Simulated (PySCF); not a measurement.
# AlHF + HCl → AlHCl + HF

Level: PBE0 in the def2-TZVP basis family, all electrons, no relativity, computed in PySCF with density fitting; open shells unrestricted.

| species | state and structure | ZPE (kJ/mol) | H(298 K) − H(0) (kJ/mol) | S° (J/(mol K)) |
| --- | --- | --- | --- | --- |
| AlHF | doublet, Cs, Al–F 1.656 Å, Al–H 1.607 Å; F–Al–H 115.5° | 19.0 | 10.6 | 246.1 |
| HCl | singlet, C∞v, H–Cl 1.279 Å | 17.9 | 8.7 | 186.6 |
| AlHCl | doublet, Cs, Al–Cl 2.113 Å, Al–H 1.603 Å; Cl–Al–H 115.6° | 17.2 | 11.0 | 258.1 |
| HF | singlet, C∞v, H–F 0.920 Å | 24.9 | 8.7 | 173.6 |

(1) Is the gas-phase reaction uphill or downhill in electronic energy at this level, and by how much?

(2) Add zero-point, thermal and entropy terms for 298.15 K and 1 bar.

## Answers

(1) At PBE0/def2-TZVP, ΔE = 16.0 kJ/mol, uphill. 

(2) ΔZPE = 5.2 and Δ[H(298) − H(0)] = 0.4 kJ/mol give ΔH° = 21.6 kJ/mol. ΔS° = -1.0 J/(mol K), so ΔG° = 21.6 − 298.15 × (-0.0010) = 22 kJ/mol and log₁₀K = -3.8.

Only the bonding shown was studied: isomers, or loss of a ligand pair, can lie lower.
